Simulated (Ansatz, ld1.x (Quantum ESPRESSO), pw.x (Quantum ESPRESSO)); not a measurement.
## Nb (Z = 41): one change to the TM potential, in the atom and in the fcc crystal

ld1.x (Quantum ESPRESSO) 7.5 input, shortened:

```
&input
   title='Nb', zed=41., rel=1, dft='PW', iswitch=3,
   config='[Kr] 4d4.5 5s0.5 5p0'
 /
 &inputp
   pseudotype=2, tm=.true., lloc=-2, rcloc=2.55,
   nlcc=.true.
 /
3
5S  1  0   0.50   0.00  3.10  3.10  0.0
5P  2  1   0.00   0.00  4.20  4.20  0.0
4D  3  2   4.50   0.00  2.75  2.75  0.0
 &test
   configts(1)='4d4.5 5s0.5 5p0'
 /
```

Change: local potential all-electron potential smoothed inside 3.35 bohr (lloc = -1).

Cutoffs, loose and tight: the cutoffs (Ry, on a coarse ladder) from which the occupation-weighted sum of valence levels, in a spherical-Bessel basis at the reference potential, stays within 10 and 1 mRy of its value at 400 Ry. They do not see the model core or the augmentation charge, which bear on the density cutoff. Test errors are all-electron minus pseudo excitation energies from the reference, over the configurations 4d4 5s1 5p0; 4d4 5s0 5p0; 4d3 5s0 5p0; 4d3 5s1 5p0; 4d2 5s0 5p0; 4d4 5s0.5 5p0; 4d3 5s1 5p1 (two spin-polarised tests are not counted in the largest error); variants that change the core or the reference have their own tests.

Crystal test: fcc Nb in pw.x 7.5, no spin, 14³ k-points, Fermi–Dirac smearing 0.01 Ry, cutoffs set for each file from its atomic test. The reference is all-electron LAPW (Ansatz 0.2.0) with the same functional, mesh and smearing; V0 and B0 come from Birch–Murnaghan fits to the pressures at five volumes. Errors are pseudo minus all-electron; Δ is the rms difference of the E(V) curves that follow from these fits, minima aligned, over ±6 % about the mean V0. Mesh and smearing are coarse, so the numbers serve the comparison and aren't converged zero-temperature values; the lattice is a test structure that the element need not adopt.

All-electron: a0 = 4.141 Å (V0 = 17.75 Å³/atom), B0 = 181.7 GPa.

Question: Does the change bring the crystal closer to the all-electron result?

Answer: The mean pressure error goes from -2.96 to +1.64 GPa, so the change moves the solid closer to the all-electron pressures.

```
                       quantity       base    changed
                 outcome (atom)  generated  generated
           cutoff, loose (atom)      25 Ry      25 Ry
           cutoff, tight (atom)      30 Ry      30 Ry
            bound ghosts (atom)       none       none
largest test error (meV) (atom)       -552       -613
           cutoffs in pw.x (Ry)     50/200     50/200
                         a0 (Å)      4.118      4.153
                   a0 error (%)      -0.55      +0.29
                   B0 error (%)       -1.5       -0.7
                   Δ (meV/atom)       11.6        6.2
      mean pressure error (GPa)      -2.96      +1.64
```

Base: The largest radius (4.20 bohr) exceeds half the bond length (2.76 bohr), so the spheres overlap, which is one possible source of error among others. This is a poor potential for the solid. The logarithmic derivative shows an extra or strongly shifted pseudo pole above the reference energy (s near 1.10 Ry, p near 1.85 Ry). Changed file: The largest radius (4.20 bohr) exceeds half the bond length (2.76 bohr), so the spheres overlap, which is one possible source of error among others. The logarithmic derivative shows an extra or strongly shifted pseudo pole above the reference energy (s near 1.33 Ry). The atomic cutoffs weigh occupied waves only.
